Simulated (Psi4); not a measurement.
Reaction (SMILES): P (PH3) + H+ → [PH4+]
B3LYP-D3(BJ)/def2-TZVP geometries, fixed; electronic energies without zero-point terms; positive where energy is released.

Effect of the integral screening threshold at wB97X-V/def2-TZVP with Psi4, against the last row, where the proton affinity is 195.10 kcal/mol.

```tsv
setting	largest shift of a total energy (mEh)	shift of the proton affinity (kcal/mol)
ints_tolerance: 1e-6	-0.001	0.000
ints_tolerance: 1e-8	0.000	0.000
ints_tolerance: 1e-10	0.000	0.000
ints_tolerance: 1e-14	0.000	0.000
```

Within 0.02 kcal/mol in the proton affinity: ints_tolerance: 1e-6; ints_tolerance: 1e-8; ints_tolerance: 1e-10. The largest shift is 0.001 mEh in a total energy and 0.000 kcal/mol in the difference.
